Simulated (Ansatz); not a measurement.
**FH₂OSi radical (SMILES [O][SiH2]F): a rigid scan of the bond length Si2–H5**

The task here is to estimate one member of a computed series from the others.

Computed with Ansatz 0.2.0, Gaussian basis. Level: single points in def2-TZVPP.

Levels: PBE-D4, r2SCAN-D4, PBE0-D4, B3LYP-D4, wB97M-V, Hartree-Fock, MP2, CCSD, CCSD(T). The scan takes 1.215, 1.278, 1.369, 1.476, 1.594, 1.722, 1.858, 2.000 Å.

Correlated methods freeze the cores. Orbitals are unrestricted. B3LYP uses VWN-RPA correlation.

19 further runs of the same task are left out: 19 set aside as unsound or not needed.

### Starting geometry

SMILES `[O][SiH2]F`, 5 atoms, charge 0, spin multiplicity 2.

Atoms are counted from 1 here; the program's logs count them from 0.

Bond lengths: O1–Si2 1.668 Å, Si2–F3 1.656 Å, Si2–H4 1.437 Å, Si2–H5 1.480 Å. Angles: O1–Si2–F3 107.7°, O1–Si2–H4 112.5°, O1–Si2–H5 111.2°, F3–Si2–H4 107.7°, F3–Si2–H5 109.9°, H4–Si2–H5 107.8°.

As a file:

```tsv
atom	x (Å)	y (Å)	z (Å)
O1	-1.2462	0.6075	0.8673
Si2	-0.0063	-0.0164	-0.0570
F3	1.2097	-0.4699	0.9710
H4	-0.4065	-1.1802	-0.7998
H5	0.4992	0.9852	-1.0229
```

The first run:

The input, pre/in.yaml:

```yaml
crystal:
  periodic: [false, false, false]
  atoms:
    - {symbol: O, position_ang: [-1.246200, 0.607500, 0.867300]}
    - {symbol: Si, position_ang: [-0.006300, -0.016400, -0.057000]}
    - {symbol: F, position_ang: [1.209700, -0.469900, 0.971000]}
    - {symbol: H, position_ang: [-0.406500, -1.180200, -0.799800]}
    - {symbol: H, position_ang: [0.499200, 0.985200, -1.022900]}
basis:
  gaussian: {orbitals: def2-SVP}
magnetization: {spin_polarized: true, initial_magnetization: 1}
hamiltonian: {xc: pbe, dispersion: d4}
relax: {f_tol: 0.03, max_steps: 250}
```

The command line of these runs was not kept.

Steps of the session up to this table: A first relaxation in a small basis; Relaxation at PBE0-D4; The minimum at every level; Si2–H5 = 1.215 Å; Si2–H5 = 1.278 Å; Si2–H5 = 1.369 Å; Si2–H5 = 1.476 Å; Si2–H5 = 1.594 Å; Si2–H5 = 1.722 Å; Si2–H5 = 1.858 Å; Si2–H5 = 2.000 Å.

One table of the session follows, with a row left open; its other results are not shown here.

It belongs to the step «The curves». Energies less that of the minimum at the same level (meV):

```
bond length (Å)  PBE-D4  PBE0-D4  B3LYP-D4  wB97M-V  Hartree-Fock
          1.215    1032      971       940      917           909
          1.278       ?        ?         ?        ?             ?
          1.369     166      135       125      112            98
          1.476       2        0         0       -1            -2
1.482 (minimum)       0        0         0        0             0
          1.594      57       96        99      118           144
          1.722     276      367       366      415           485
          1.858     596      751       737      828           959
          2.000     965     1194      1163     1296          1505
```

Estimate the missing values for bond length (Å) = 1.278.

Worked estimate for «PBE-D4». A straight line through the neighbours (1.215, 1032) and (1.369, 166) gives 1032 + (166 − 1032) × (1.278 − 1.215) / (1.369 − 1.215) = 678; a parabola fitted to 3 rows on both sides gives 588.

As computed: PBE-D4: 560; PBE0-D4: 510; B3LYP-D4: 489; wB97M-V: 468; Hartree-Fock: 454. In «PBE-D4» the line misses by +118 and the parabola by +28.

Caveats from the session: A polynomial through the near points puts the CCSD(T) minimum 0.010 Å below the PBE0-D4 value.
